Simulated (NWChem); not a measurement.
Program: NWChem. System: CH2, charge 0, spin multiplicity 1, at a geometry optimised with B3LYP/def2-SVP. The structure started from a generated list of species.

Input file:

```
start mol
memory heap 100 mb stack 700 mb global 1900 mb
geometry units angstroms nocenter noautoz
  C      0.000000     0.000000     0.179936
  H      0.862169     0.000000    -0.539807
  H     -0.862169     0.000000    -0.539807
  symmetry group C2v
end
basis spherical
  * library sadlej_pvtz
end
scf
  rhf
  nopen 0
  maxiter 100
  thresh 1e-7
  semidirect memsize 60000000 filesize 0
end
tce
  freeze core 1
  ccsd
  thresh 1e-6
  tilesize 24
end
set tce:lineresp T
set tce:afreq 0.0773
set tce:respaxis T T T
task tce energy
```

The output up to the point where the run's verdict is printed (cleaned and shortened):

```
             Northwest Computational Chemistry Package (NWChem) 7.3.0
             --------------------------------------------------------

                                NWChem Input Module
                                -------------------

 Scaling coordinates for geometry "geometry" by  1.889725989
 (inverse scale =  0.529177249)

 Turning off AUTOSYM since
 SYMMETRY directive was detected!

                             Geometry "geometry" -> ""
                             -------------------------

 Output coordinates in angstroms (scale by  1.889725989 to convert to a.u.)

  No.       Tag          Charge          X              Y              Z
 ---- ---------------- ---------- -------------- -------------- --------------
    1 C                    6.0000     0.00000000     0.00000000     0.17993600
    2 H                    1.0000     0.86216900     0.00000000    -0.53980700
    3 H                    1.0000    -0.86216900     0.00000000    -0.53980700

 Effective nuclear repulsion energy (a.u.)       5.9609673148

            Nuclear Dipole moment (a.u.)
            ----------------------------
        X                 Y               Z
 ---------------- ---------------- ----------------
     0.0000000000     0.0000000000     0.0000037795

      Symmetry information
      --------------------

 Group name             C2v
 Group number             16
 Group order               4
 No. of unique centers     2

      Symmetry unique atoms

     1    2


 Summary of "ao basis" -> "" (spherical)
 ------------------------------------------------------------------------------
       Tag                 Description            Shells   Functions and Types
 ---------------- ------------------------------  ------  ---------------------
 *                        sadlej_pvtz                 on all atoms

 Summary of "ao basis" -> "ao basis" (spherical)
 ------------------------------------------------------------------------------
       Tag                 Description            Shells   Functions and Types
 ---------------- ------------------------------  ------  ---------------------
[...]
   19          0.0291287075499     0.0     0.0
   20          0.0295526939070     0.0     0.0
   21          0.0173938997185     0.0     0.0
   22          0.0115197950084     0.0     0.0
   23          0.0096616144344     0.0     0.0
   24          0.0088270948682     0.0     0.0
   25          0.0084839486595     0.0     0.0
   26          0.0080006211462     0.0     0.0
   27          0.0077131287446     0.0     0.0
   28          0.0077378239965     0.0     0.0
   29          0.0078150076827     0.0     0.0
   30          0.0079232372456     0.0     0.0
   31          0.0053225565914     0.0     0.0
   32          0.0037489700772     0.0     0.0
   33          0.0032483070936     0.0     0.0
   34          0.0030446464854     0.0     0.0
   35          0.0029737310775     0.0     0.0
   36          0.0028544983437     0.0     0.0
   37          0.0027201928710     0.0     0.0
   38          0.0027189342712     0.0     0.0
   39          0.0027417120774     0.0     0.0
   40          0.0027776439547     0.0     0.0
   41          0.0019179300770     0.0     0.0
   42          0.0013360168060     0.0     0.0
   43          0.0011665147077     0.0     0.0
   44          0.0011050373056     0.0     0.0
   45          0.0010871540196     0.0     0.0
   46          0.0010598990477     0.0     0.0
   47          0.0010056692874     0.0     0.0
   48          0.0010022158327     0.0     0.0
   49          0.0010092827128     0.0     0.0
   50          0.0010218619683     0.0     0.0
   51          0.0006910879713     0.0     0.0
   52          0.0004593916235     0.0     0.0
   53          0.0003969410823     0.0     0.0
   54          0.0003766246106     0.0     0.0
   55          0.0003715129031     0.0     0.0
   56          0.0003665135335     0.0     0.0
   57          0.0003474157825     0.0     0.0
   58          0.0003455606374     0.0     0.0
   59          0.0003477269098     0.0     0.0
   60          0.0003519263460     0.0     0.0
   61          0.0002281439677     0.0     0.0
   62          0.0001431451684     0.0     0.0
   63          0.0001209837280     0.0     0.0
   64          0.0001142516007     0.0     0.0
   65          0.0001126433737     0.0     0.0
   66          0.0001119881380     0.0     0.0
   67          0.0001064330103     0.0     0.0
   68          0.0001058327260     0.0     0.0
   69          0.0001064925427     0.0     0.0
   70          0.0001077751727     0.0     0.0
   71          0.0000669285892     0.0     0.0
   72          0.0000399315988     0.0     0.0
   73          0.0000329498080     0.0     0.0
   74          0.0000308663887     0.0     0.0
   75          0.0000303473255     0.0     0.0
   76          0.0000302766358     0.0     0.0
   77          0.0000289545353     0.0     0.0
   78          0.0000288316094     0.0     0.0
   79          0.0000290309814     0.0     0.0
   80          0.0000293891727     0.0     0.0
   81          0.0000177435645     0.0     0.0
   82          0.0000102016692     0.0     0.0
   83          0.0000082738435     0.0     0.0
   84          0.0000076901243     0.0     0.0
   85          0.0000075330609     0.0     0.0
   86          0.0000075201310     0.0     0.0
   87          0.0000072437879     0.0     0.0
   88          0.0000072274966     0.0     0.0
   89          0.0000072843142     0.0     0.0
   90          0.0000073772751     0.0     0.0
   91          0.0000043826549     0.0     0.0
   92          0.0000024400042     0.0     0.0
   93          0.0000019645189     0.0     0.0
   94          0.0000018186435     0.0     0.0
   95          0.0000017775147     0.0     0.0
   96          0.0000017734930     0.0     0.0
   97          0.0000017177427     0.0     0.0
   98          0.0000017161614     0.0     0.0
   99          0.0000017307717     0.0     0.0
  100          0.0000017533802     0.0     0.0
 ------------------------------------------------------------------------
```

Convergence was not reached. The next line reads: ccsd_lr_iter: maxiter exceeded 101. NWChem stopped with the message: ccsd_lr_iter: maxiter exceeded 101.
